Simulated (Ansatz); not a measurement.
```yaml
crystal:
  periodic: [false, false, false]
  atoms:
    - {symbol: O, position_ang: [-1.479913, 0.278298, 0.717421]}
    - {symbol: Si, position_ang: [-0.092206, 0.017255, 0.044824]}
    - {symbol: H, position_ang: [-0.090563, -0.250398, -1.462817]}
    - {symbol: H, position_ang: [0.713397, -1.180475, 0.556038]}
    - {symbol: H, position_ang: [0.949285, 1.135320, 0.144534]}
basis:
  gaussian: {orbitals: pcseg-2, final_grid: {core_spheres: 20, valence_spheres: 16, degree: 47}}
total_charge: -1
magnetization: {spin_polarized: true, initial_magnetization: 2}
hamiltonian: {xc: {name: B3LYP}}
```

```sh
$ ansatz run in.yaml --threads 2 --pin off --events-out ev --progress --plain --max-ram 32768MiB --backend cpu
```

Shortened log:

```
Functional definition: B3LYP
593 factors; their error is unknown
mean field evaluation 1: about -9969.7826 eV, gradient 1.8e1 eV
mean field evaluation 2: about -9960.3073 eV, gradient 5.0e1 eV
mean field evaluation 4: about -9971.9289 eV, gradient 1.6e0 eV
mean field evaluation 8: about -9971.9832 eV, gradient 2.1e-1 eV
mean field evaluation 16: about -9972.0126 eV, gradient 2.6e-3 eV
mean field evaluation 32: about -9972.0130 eV, gradient 1.0e-3 eV
mean field -9972.01310273 eV, -366.4647222520 hartree, gradient 7.0e-6 eV, S^2 2.004822; 14 other end points of the search recorded, 0 dependent functions left out
reference -9972.01333015 eV, -366.4647306096 hartree; 14, 12 occupied and 92, 94 virtual orbitals, 593 factors
Total energy: -9972.01333015 eV, -366.4647306096 hartree
```

Hardware: 2 threads of a server CPU on a shared host. Wall time 39 s, peak host memory 0.32 GiB.
